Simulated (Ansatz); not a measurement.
# The cluster B₂As: the relaxed shape and its frontier levels

What does the cluster B₂As look like as a doublet, and where do its frontier electrons sit?

Computed with Ansatz 0.2.0, Gaussian basis. Level: UKS PBE0-D4/def2-TZVP.

Plan: relaxation at PBE-D4/def2-TZVP; a single point at PBE0-D4/def2-TZVP.

1 further run of the same task is left out (set aside as unsound or not needed). Runs told in other sessions of the task aren't counted.

## (1) Where the work starts

3 atoms, charge 0, spin multiplicity 2.

Atoms are counted from 1 here; the program's logs count them from 0.

Bond lengths: B1–B2 1.485 Å, B1–As3 2.143 Å, B2–As3 1.822 Å. Angles: B2–B1–As3 56.9°, B1–B2–As3 80.1°, B1–As3–B2 43.0°.

The start is a GFN2-xTB geometry.

## (2) Optimising with PBE-D4/def2-TZVP

The input, in.yaml:

```yaml
crystal:
  periodic: [false, false, false]
  atoms:
    - {symbol: B, position_ang: [1.051770, -0.187740, 0.000200]}
    - {symbol: B, position_ang: [-0.305180, -0.789990, -0.005960]}
    - {symbol: As, position_ang: [-0.746580, 0.977730, 0.005760]}
basis:
  gaussian: {orbitals: def2-TZVP}
magnetization: {spin_polarized: true, initial_magnetization: 1}
hamiltonian: {xc: pbe, dispersion: d4}
scf: {lower_state_search: "off"}
output: {orbitals: {seedname: orbitals}}
relax: {f_tol: 0.02, max_steps: 100}
```

Started as:

```sh
> ansatz run in.yaml --threads 4 --pin off --events-out ev --progress --plain --max-ram 3916MiB
```

Further steps of the session: Single point, PBE0-D4/def2-TZVP.

Before running them: what should the planned runs give, taken together? Wanted: point group; commonest bond; HOMO, LUMO at PBE0-D4/def2-TZVP; ⟨S²⟩; dipole at PBE-D4/def2-TZVP.

The runs gave:

```
                                         quantity                           value
                                      point group                              Cs
                                   commonest bond  As–B, 2 of mean length 1.984 Å
HOMO, LUMO at PBE0-D4/def2-TZVP (over both spins)                 -6.91, -3.27 eV
                                             ⟨S²⟩                           0.773
                       dipole at PBE-D4/def2-TZVP                          1.08 D
```

What this shows: The molecule keeps its bonding pattern by the stored test; the atoms moved 0.03 Å (rms). No usable vibrations, so a minimum isn't proven. Whether this spin is the lowest isn't tested here.
